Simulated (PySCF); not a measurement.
# Deuteron quadrupole couplings in `C#CCCF`

Species: C₄H₅F.
SMILES with atom numbers: `[CH:1]#[C:2][CH2:3][CH2:4][F:5]` (hydrogens: H6 on C1; H7, H8 on C3; H9, H10 on C4)

Structure used (PBE0-D3(BJ)/def2-SVP), in Å, numbered top down from 1:
```
atom  x, y, z in Å
C1     2.3793   -0.3748    0.3097
C2     1.2447   -0.3273   -0.1103
C3    -0.1333   -0.2536   -0.5712
C4    -1.0589    0.3381    0.4809
F5    -2.3399    0.3533   -0.0007
H6     3.3901   -0.4230    0.6694
H7    -0.1952    0.3577   -1.4870
H8    -0.4982   -1.2593   -0.8387
H9    -1.0279   -0.2637    1.4043
H10   -0.7553    1.3691    0.7277
```

Level: PBE0/pcSseg-1 (PySCF, non-relativistic); Q(2H) = 0.00286 b; rigid geometry, the same for H and D, with no vibrational averaging.

**Question.** Rank these positions by the coupling χzz of a deuteron there, largest first.
A. H10 (methylene hydrogen)
B. H6 (alkyne hydrogen)
C. H7 (methylene hydrogen)

**Answer.** B (231 kHz), C (189 kHz), A (183 kHz).

**Question.** Give the electric field gradient Vzz (the principal value of largest size), its asymmetry and the 2H coupling at each hydrogen.

**Answer.** 
```
atom  bonded to  bond length (Å)  Vzz (au)     η  χzz (kHz)
  H6         C1            1.074    0.3437  0.00        231
  H7         C3            1.103    0.2812  0.02        189
  H8         C3            1.103    0.2812  0.02        189
  H9         C4            1.103    0.2726  0.07        183
 H10         C4            1.103    0.2724  0.07        183
```

**Question.** A static deuteron (I = 1) shows a doublet split by (3/2)χ, (3/4)χ(1 + η) and (3/4)χ(1 − η) with the field along z, y and x of the gradient. What are these for H9?

**Answer.** With |χ| = 183.1 kHz and η = 0.070: 275, 147 and 128 kHz, to first order and without motion.

Geometry: PBE0-D3(BJ)/def2-SVP, one conformer, isolated molecule. The small basis limits the accuracy of the gradients.
